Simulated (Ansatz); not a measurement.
# B₂H₄S: functionals against CCSD(T) at one geometry

Aim: energy, forces and dipole at a structure displaced at random from a GFN2-xTB minimum, from CCSD(T) and from density functionals.

Method: single points in def2-TZVPP; program: Ansatz 0.2.0, Gaussian basis.

Correlated methods freeze the cores.

### 1 The starting structure

SMILES `BBS`, 7 atoms, charge 0, spin multiplicity 1.

Atoms are counted from 1 here; the program's logs count them from 0.

Bond lengths: B1–B2 1.775 Å, B1–H4 1.154 Å, B1–H5 1.160 Å, B2–S3 1.761 Å, B2–H6 1.300 Å, S3–H7 1.262 Å. Angles: B2–B1–H4 116.5°, B2–B1–H5 120.0°, H4–B1–H5 122.8°, B1–B2–S3 121.4°, B1–B2–H6 123.4°, S3–B2–H6 114.8°, B2–S3–H7 105.4°.

Geometry (Å):

```
B    -0.6951    0.6407   -0.7114
B    -0.0452   -0.0239    0.8007
S     1.3258   -1.1299    0.8023
H    -1.4892    0.0030   -1.2551
H    -0.2035    1.5755   -1.1919
H    -0.4327    0.3668    1.9782
H     1.6011   -1.3254   -0.4140
```

### 2 CCSD(T)/def2-TZVPP

File run/in.yaml:

```yaml
crystal:
  periodic: [false, false, false]
  atoms:
    - {symbol: B, position_ang: [-0.695100, 0.640700, -0.711400]}
    - {symbol: B, position_ang: [-0.045200, -0.023900, 0.800700]}
    - {symbol: S, position_ang: [1.325800, -1.129900, 0.802300]}
    - {symbol: H, position_ang: [-1.489200, 0.003000, -1.255100]}
    - {symbol: H, position_ang: [-0.203500, 1.575500, -1.191900]}
    - {symbol: H, position_ang: [-0.432700, 0.366800, 1.978200]}
    - {symbol: H, position_ang: [1.601100, -1.325400, -0.414000]}
basis:
  gaussian: {orbitals: def2-TZVPP}
correlation: {method: ccsd_t}
output: {forces: true}
```

No record of the launch command was kept for these runs.

### 3 PBE0-D4/def2-TZVPP

Edit run/in.yaml of step 2 so:

```diff
@@ -12,3 +12,3 @@
   gaussian: {orbitals: def2-TZVPP}
-correlation: {method: ccsd_t}
-output: {forces: true}
+hamiltonian: {xc: pbe0, dispersion: d4}
+output: {forces: true, orbitals: {seedname: orbitals}}
```

### 4 wB97M-V/def2-TZVPP

Edit run/in.yaml of step 3 so:

```diff
@@ -12,3 +12,3 @@
   gaussian: {orbitals: def2-TZVPP}
-hamiltonian: {xc: pbe0, dispersion: d4}
-output: {forces: true, orbitals: {seedname: orbitals}}
+hamiltonian: {xc: {name: wB97M-V}}
+output: {forces: true}
```

### 5 r2SCAN-D4/def2-TZVPP

Edit run/in.yaml of step 4 so:

```diff
@@ -12,3 +12,3 @@
   gaussian: {orbitals: def2-TZVPP}
-hamiltonian: {xc: {name: wB97M-V}}
+hamiltonian: {xc: r2scan, dispersion: d4}
 output: {forces: true}
```

### 6 PBE-D4/def2-TZVPP

Edit run/in.yaml of step 5 so:

```diff
@@ -12,3 +12,3 @@
   gaussian: {orbitals: def2-TZVPP}
-hamiltonian: {xc: r2scan, dispersion: d4}
+hamiltonian: {xc: pbe, dispersion: d4}
 output: {forces: true}
```

### 7 BLYP-D4/def2-TZVPP

Edit run/in.yaml of step 6 so:

```diff
@@ -12,3 +12,3 @@
   gaussian: {orbitals: def2-TZVPP}
-hamiltonian: {xc: pbe, dispersion: d4}
+hamiltonian: {xc: {name: BLYP}, dispersion: d4}
 output: {forces: true}
```

### 8 r2SCAN0-D4/def2-TZVPP

Edit run/in.yaml of step 7 so:

```diff
@@ -12,3 +12,3 @@
   gaussian: {orbitals: def2-TZVPP}
-hamiltonian: {xc: {name: BLYP}, dispersion: d4}
+hamiltonian: {xc: {name: r2SCAN0}, dispersion: d4}
 output: {forces: true}
```

(Steps that only read results are left out.)

Q: Predict the outcome of this session. Wanted: energy less free atoms, CCSD(T)/def2-TZVPP; RMS force component; RMS force error; HOMO and LUMO, PBE0-D4; T1 diagnostic.

The runs gave:

| quantity | value |
| --- | --- |
| energy less free atoms, CCSD(T)/def2-TZVPP | -520.2 kcal/mol |
| RMS force component | 1.280 to 1.389 eV/Å over the methods |
| RMS force error | PBE0-D4 0.110, wB97M-V 0.076, r2SCAN-D4 0.108, PBE-D4 0.184, BLYP-D4 0.122, r2SCAN0-D4 0.092 eV/Å |
| HOMO and LUMO, PBE0-D4 | -7.91 and -1.96 eV |
| T1 diagnostic | 0.014 |

In words: Against CCSD(T) the functionals' energies less atoms differ by -23.2 to -14.4 kcal/mol, PBE-D4 by -23.2 kcal/mol. A larger basis would deepen the CCSD(T) value, while the functionals are nearly converged already, so the order here is not reliable. For forces wB97M-V does best and PBE-D4 worst. Frozen-core CCSD(T) forces in triple zeta carry basis errors of their own, and this is one geometry, so small gaps rank nothing.
